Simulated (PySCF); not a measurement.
Dipole moment and polarisability of ethanethial

Species: ethanethial, C2H4S.
Cartesian coordinates in Å at the GFN2-xTB level; atoms count from 1:
```
atom  x, y, z in Å
C1    -0.671    0.002   -0.054
C2     0.798   -0.088    0.089
S3     1.831    1.095   -0.286
H4    -1.148   -0.162    0.914
H5    -0.967    0.972   -0.445
H6    -1.025   -0.786   -0.721
H7     1.186   -1.027    0.475
```

Level: PBE0/def2-SVPD (PySCF), static field, nuclei fixed, core orbitals frozen in the response. The polarisability tensor in these axes (au):

```
x   57.01  9.67 -2.13
y    9.67 48.00 -3.94
z   -2.13 -3.94 37.13
```

**Question.** Diagonalise the tensor; give its mean and Δα, where Δα² is half the sum of the squared differences of the eigenvalues.

**Answer.** Principal values 35.79, 42.60 and 63.75 au; mean 47.38 au = 7.02 Å³ = 7.81 × 10⁻⁴⁰ C²·m²/J; Δα = 25.25 au (53 % of the mean).

**Question.** What is the dipole moment, and where does it point?

**Answer.** (-1.98, -1.63, 0.48) D, 2.61 D in size, pointing from the negative to the positive side. Measured along this direction, the outermost atoms are S3 at the negative end and H4 and H6 at the positive end.

**Question.** Sum over states: ᾱ = Σ f/ω², ω in Eh. What share falls to these 8 lowest TDDFT singlets (eV, f)? 2.48, 0.0000; 5.98, 0.0472; 6.19, 0.2728; 6.48, 0.0008; 6.72, 0.0604; 6.98, 0.0008; 7.25, 0.0009; 7.40, 0.1135.

**Answer.** They add up to 8.81 au, 18.6 % of the 47.38 au; the largest single term is 5.27 au, from the state at 6.19 eV. Terms in order: 0.00, 0.98, 5.27, 0.01, 0.99, 0.01, 0.01, 1.54 au. Higher excitations give the rest. The strengths listed sum to 0.496.

**Question.** Estimate the molar refractivity from the static electronic polarisability.

**Answer.** Lorentz–Lorenz: R = (4π/3)N_A α = 2.5225 cm³/(mol·Å³) × 7.02 Å³ = 17.7 cm³/mol, in the limit of long wavelengths.

**Question.** Give the eigenvalues of the traceless quadrupole moment Θ = ½Σq(3rr − r²1), origin at the centre of nuclear charge.

**Answer.** -1.35, -0.13, 1.48 D·Å. The values depend on the origin, since the dipole doesn't vanish. The electronic extent ⟨r²⟩ about the same centre is 261 bohr², a root-mean-square distance of 1.51 Å for the 32 electrons.

**Question.** In a dilute gas of rigid molecules at 500 K, how does the orientational term μ²/3kT compare with the electronic polarisability?

**Answer.** In Gaussian units μ²/3kT = 32.98 Å³ against 7.02 Å³, a ratio of 4.70; the Debye molar polarisation (4π/3)N_A(α + μ²/3kT) is 100.9 cm³/mol, leaving out the vibrational part.

**Question.** Rayleigh depolarisation ratio (linearly polarised light, static tensor)?

**Answer.** ρ = 3Δα²/(45ᾱ² + 4Δα²) = 1912.8/(101018 + 2550.4) = 0.0185.

Isolated species at its GFN2-xTB geometry, gas phase.

The run behind these numbers computed excited states as well. On an Arm Neoverse V2 with one thread, on a shared host, this took 3.7 s of wall time.
